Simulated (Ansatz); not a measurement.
**Rock-salt TiC: TA phonon frequency at X by level of theory**

No measured value is used here.

```csv
level (code),value (cm⁻¹),cell (Å³/atom)
LDA (Ansatz),304,9.67
PBE (Ansatz),(withheld),10.17
PBEsol (Ansatz),297,9.89
PBE-D3(BJ) (Ansatz),298,9.88
r²SCAN (Ansatz),290,10.13
```

Q: Fill in the missing entries.

A: 
- PBE (Ansatz, an electronic-structure program), value (cm⁻¹): 286

PBE-D3(BJ): the dispersion coefficients are held fixed in the derivatives. Each level is taken at its own relaxed cell. Cutoffs differ between the levels. Ansatz's density-functional and Hartree–Fock values are scalar-relativistic unless marked +SOC, with PAW data made under PBE.
